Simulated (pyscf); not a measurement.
**Four-centre exchange: H₂N–SiH(Cl)–Cl (SMILES N[SiH](Cl)Cl) + HF (SMILES F) -> H₂N–Si(F)(Cl)–Cl (SMILES N[Si](F)(Cl)Cl) + H₂ (SMILES [H][H])**

Gas phase, singlet surface, charge 0. Bonds broken: Si2–H7, F8–H9. Bonds formed: Si2–F8, H7–H9. Optimised with ωB97X-D3(BJ)/def2-SVP in PySCF.

Transition state (Å):

```xyz
9

N      0.0523    -1.1110     0.5909
Si    -0.2513     0.4895     0.1463
Cl     1.1665     1.9703     0.1162
Cl    -0.6248     0.2325    -1.8935
H      0.2261    -1.8268    -0.1037
H      0.2031    -1.3898     1.5527
H     -1.7702     1.1869     0.2358
F     -0.6643     0.8710     1.9689
H     -1.5242     1.1763     1.1863
```

One imaginary mode, 1072i cm⁻¹; descent along it reached the two sides named.

```tsv
bond	change	reactant side (Å)	saddle	product side
Si2–H7	breaks	1.479	1.674	3.8
F8–H9	breaks	0.926	1.202	2.8
Si2–F8	forms	3.1	1.907	1.616
H7–H9	forms	2.495	0.982	0.760
```

Electronic energies relative to the separated reactants (kcal/mol):

| level | barrier | reaction energy | reverse barrier |
|---|---|---|---|
| ωB97X-D3(BJ)/def2-TZVP | 25.4 | -31.4 | 56.8 |
| PBE/def2-TZVP | 19.9 | -29.9 | 49.8 |
| r²SCAN/def2-TZVP | 20.4 | -33.5 | 53.9 |
| B3LYP-D3(BJ)/def2-TZVP | 25.4 | -31.5 | 56.8 |
| PBE0-D3(BJ)/def2-TZVP | 23.3 | -29.5 | 52.7 |
| M06-2X/def2-TZVP | 26.4 | -33.2 | 59.6 |
| ωB97M-D3(BJ)/def2-TZVP | 25.0 | -31.4 | 56.5 |
| HF/def2-TZVP | 45.6 | -30.2 | 75.9 |

With ωB97M-D3(BJ)/def2-TZVP energies and thermal terms (ideal gas, 1 atm, RRHO with modes under 100 cm⁻¹ raised to 100, one conformer, R ln 2 for chiral ones without a mode under 150 cm⁻¹), in kcal/mol:

| T (K) | ΔH‡ | ΔG‡ | ΔH | ΔG |
|---|---|---|---|---|
| 298 | 24.0 | 35.2 | -34.1 | -32.5 |
| 600 | 23.6 | 46.8 | -33.4 | -31.2 |
| 900 | 23.7 | 58.4 | -32.9 | -30.3 |
| 1200 | 24.1 | 69.8 | -32.5 | -29.5 |

The same reactants have a lower exit, to NH₃ + F–SiH(Cl)–Cl (barrier +6.7 kcal/mol at ωB97M-D3(BJ), against +25.0 kcal/mol here). This is the saddle that the search found; another between the same sides may lie lower.
